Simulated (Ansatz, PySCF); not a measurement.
System: CHO, charge 0, doublet. CHO (SMILES [CH]=O, doublet).
B3LYP-D3(BJ)/def2-TZVP minimum from Ansatz (a first-principles code):
```xyz
3

C      0.0497     0.5837    -0.0011
O      0.0741    -0.5878    -0.0009
H     -0.8911     1.2003     0.0145
```
Charge 0, spin multiplicity 2.

Property: enthalpy of formation at 298 K (by atomisation, with ideal-gas terms from PySCF's Hessian at B3LYP-D3(BJ)/def2-TZVP and the atoms' measured values of the G2/97 table; no spin-orbit terms), in kcal/mol. UHF or UKS for unpaired electrons; spin-orbit terms are left out. CBS(X,Y): correlation extrapolated as X^-3, Hartree-Fock from the larger set (Q,5: extrapolated as (X+1)exp(-9√X)). A bracket is a step between two methods taken in the basis named. Functionals run without relativity, which enters their misses. Double hybrids freeze cores in their MP2 part. '+ core + X2C': CCSD(T) terms for core correlation (cc-pwCVTZ) and scalar relativity (cc-pVTZ-DK). For partners of very few electrons the exact lower level stands in for a higher one.

Measured: 10.0 kcal/mol, 41.8 kJ/mol (G2/97 table in ASE (Curtiss et al.)); atomic spin-orbit terms, which the calculations lack, would raise the computed values.

Task: How far off this value is PBE/def2-TZVPD (Ansatz), in which direction, and which of these levels come nearer: r2SCAN/def2-TZVPD, B3LYP/def2-TZVPD, PBE0/def2-TZVPD, wB97M-V/def2-TZVPD, B2PLYP/def2-TZVPD, CCSD(T)/CBS(cc-pVQZ,cc-pV5Z) + core + X2C?

Result: PBE gives -5.9 kcal/mol, 15.9 kcal/mol below it. Errors of the others: r2SCAN/def2-TZVPD (Ansatz) -3.2; B3LYP/def2-TZVPD (Ansatz) -1.2; PBE0/def2-TZVPD (Ansatz) -1.4; wB97M-V/def2-TZVPD (Ansatz) -0.8; B2PLYP/def2-TZVPD (Ansatz) 0.3; CCSD(T)/CBS(cc-pVQZ,cc-pV5Z) + core + X2C (Ansatz) 0.0; CCSD(T)/CBS(cc-pVQZ,cc-pV5Z) + [CCSDT(Q) - CCSD(T)]/cc-pVTZ + [CCSDTQ - CCSDT(Q)]/cc-pVDZ + core + X2C (Ansatz) -0.3 kcal/mol. Nearer than PBE: r2SCAN/def2-TZVPD, B3LYP/def2-TZVPD, PBE0/def2-TZVPD, wB97M-V/def2-TZVPD, B2PLYP/def2-TZVPD, CCSD(T)/CBS(cc-pVQZ,cc-pV5Z) + core + X2C, CCSD(T)/CBS(cc-pVQZ,cc-pV5Z) + [CCSDT(Q) - CCSD(T)]/cc-pVTZ + [CCSDTQ - CCSDT(Q)]/cc-pVDZ + core + X2C.
